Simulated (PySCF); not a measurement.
Geometries of 6 isomers of C5H9N, from PBE0-D3(BJ)/def2-SVP geometry optimisation, gas phase (PySCF). One conformer each, no zero-point energy, no frequencies.

Question: Which isomer lies lowest at this level?
A.
```xyz
15
angstrom
C     -2.192    0.261    0.392
C     -0.929   -0.413   -0.118
C      0.344    0.294    0.326
C      1.606   -0.401   -0.188
C      2.836    0.264    0.224
N      3.802    0.805    0.561
H     -2.262    1.301    0.034
H     -3.095   -0.268    0.055
H     -2.213    0.290    1.493
H     -0.951   -0.460   -1.222
H     -0.901   -1.462    0.226
H      0.381    0.346    1.427
H      0.336    1.338   -0.029
H      1.596   -0.450   -1.290
H      1.643   -1.444    0.169
```
B.
```xyz
15
angstrom
C      1.865    0.608    0.326
C      0.563   -0.084    0.688
C     -0.425   -0.214   -0.481
C     -1.688   -0.986   -0.097
C     -0.774    1.106   -1.012
N     -1.056    2.158   -1.404
H      1.688    1.636   -0.027
H      2.398    0.067   -0.473
H      2.536    0.664    1.196
H      0.062    0.452    1.511
H      0.762   -1.103    1.059
H      0.083   -0.750   -1.303
H     -2.372   -1.088   -0.951
H     -2.226   -0.474    0.714
H     -1.417   -1.994    0.253
```
C.
```xyz
15
angstrom
N      2.299   -0.727    0.155
C      1.095   -0.342    0.069
C      0.502    1.022    0.390
C     -0.915    0.973   -0.179
C     -1.308   -0.499   -0.023
C     -0.029   -1.249   -0.390
H      2.896    0.046    0.469
H      0.471    1.127    1.489
H      1.125    1.844    0.006
H     -1.610    1.666    0.319
H     -0.899    1.240   -1.249
H     -1.573   -0.701    1.029
H     -2.176   -0.784   -0.636
H      0.055   -1.360   -1.486
H      0.067   -2.256    0.039
```
D.
```xyz
15
angstrom
C     -1.190   -1.196    0.275
C     -0.767    0.061    0.099
C     -1.644    1.139   -0.463
C      0.616    0.502    0.437
C      1.728    0.215   -0.511
N      1.673   -0.416    0.794
H     -0.554   -1.971    0.713
H     -2.201   -1.498   -0.007
H     -1.210    1.553   -1.388
H     -1.733    1.979    0.246
H     -2.654    0.770   -0.686
H      0.656    1.457    0.979
H      2.533    0.944   -0.659
H      1.474   -0.377   -1.397
H      1.357   -1.381    0.712
```
E.
```xyz
15
angstrom
C     -1.425   -0.340   -0.434
C     -0.073    0.361   -0.474
C      0.073    1.379    0.650
C      1.084   -0.654   -0.466
C      1.134   -1.457    0.751
N      1.155   -2.076    1.729
H     -1.538   -1.052   -1.265
H     -1.551   -0.898    0.508
H     -2.246    0.390   -0.502
H      0.012    0.895   -1.437
H      1.033    1.916    0.589
H      0.024    0.888    1.636
H     -0.734    2.126    0.608
H      0.997   -1.341   -1.323
H      2.052   -0.135   -0.570
```
F.
```xyz
15
angstrom
C     -1.907    0.267    0.504
C     -0.639   -0.187   -0.202
C      0.111    0.905   -0.930
N      1.375    0.899   -0.826
C      1.760   -0.227    0.017
C      0.478   -0.722    0.706
H     -2.628    0.703   -0.205
H     -1.680    1.029    1.267
H     -2.405   -0.576    1.008
H     -0.913   -0.951   -0.957
H     -0.399    1.658   -1.550
H      2.549    0.079    0.721
H      2.211   -1.000   -0.633
H      0.446   -1.812    0.844
H      0.386   -0.260    1.704
```

Answer: C. That is `N=C1CCCC1`, 3.8 kcal/mol below the next.

```csv
SMILES,atoms numbered as above,E (Eh),relative (kcal/mol),relative (kJ/mol),dipole (D)
N=C1CCCC1,[NH:1]=[C:2]1[CH2:3][CH2:4][CH2:5][CH2:6]1,-250.22251,0.0,0.0,2.32
CC(C)CC#N,[CH3:1][CH:2]([CH3:3])[CH2:4][C:5]#[N:6],-250.21647,3.8,15.8,3.87
CC[C@@H](C)C#N,[CH3:1][CH2:2][C@@H:3]([CH3:4])[C:5]#[N:6],-250.21509,4.7,19.5,3.88
C[C@H]1C=NCC1,[CH3:1][C@H:2]1[CH:3]=[N:4][CH2:5][CH2:6]1,-250.21459,5.0,20.8,2.18
CCCCC#N,[CH3:1][CH2:2][CH2:3][CH2:4][C:5]#[N:6],-250.21376,5.5,23.0,4.13
C=C(C)[C@@H]1CN1,[CH2:1]=[C:2]([CH3:3])[C@@H:4]1[CH2:5][NH:6]1,-250.16558,35.7,149.5,1.67
```

As drawn, the lowest has a C=N bond, which the highest lacks; the highest has a three-membered ring and a C=C bond outside aromatic rings, which the lowest lacks.
